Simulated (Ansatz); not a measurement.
A made-up structure of SiH$_{3}$O$_{2}$ (charge +1), singlet:

| atom | x (Å) | y (Å) | z (Å) |
| --- | --- | --- | --- |
| O1 | -0.9885 | -1.3444 | 1.1265 |
| Si2 | -0.4718 | -0.7824 | -0.1574 |
| O3 | 0.4402 | 0.7250 | 0.1218 |
| H4 | -0.3894 | -0.9461 | -1.6134 |
| H5 | 0.8869 | 1.3058 | -0.5196 |
| H6 | -1.1825 | -1.6712 | 2.0190 |

It is relaxed with PBE-D4/def2-SVP and then PBE0-D4/def2-TZVP (Ansatz 0.2.0). Atoms count as bonded within 1.22 times the sum of their covalent radii (H–H: 0.88 Å). The end point is not checked to be a true minimum.

**Question.** Does its bonding change? (A judgement: the text doesn't fix the answer.)

**Answer.** Computed: No: no bond forms or breaks.

Where it ends: The first stage lowers the energy by 1.14 eV in 9 steps. It ends as SiH₃O₂ ([OH][SiH][OH]), total charge +1:
O1  (-1.018, -1.514, 0.946)
Si2  (-0.367, -0.646, -0.175)
O3  (0.396, 0.666, 0.203)
H4  (-0.526, -1.143, -1.538)
H5  (0.848, 1.306, -0.361)
H6  (-1.038, -1.382, 1.902)
(Å)

Labels in which every atom is bracketed show which atoms are joined, not bond orders.

For scale, one of the runs: PBE0-D4/def2-TZVP relaxation, 117 basis functions, launched by `ansatz run in.yaml --threads 2 --pin off --events-out ev --progress --plain --max-ram 4352MiB`. Hardware: 2 CPU threads of an Arm Neoverse V2, shared host. Wall time about 8.5 s.
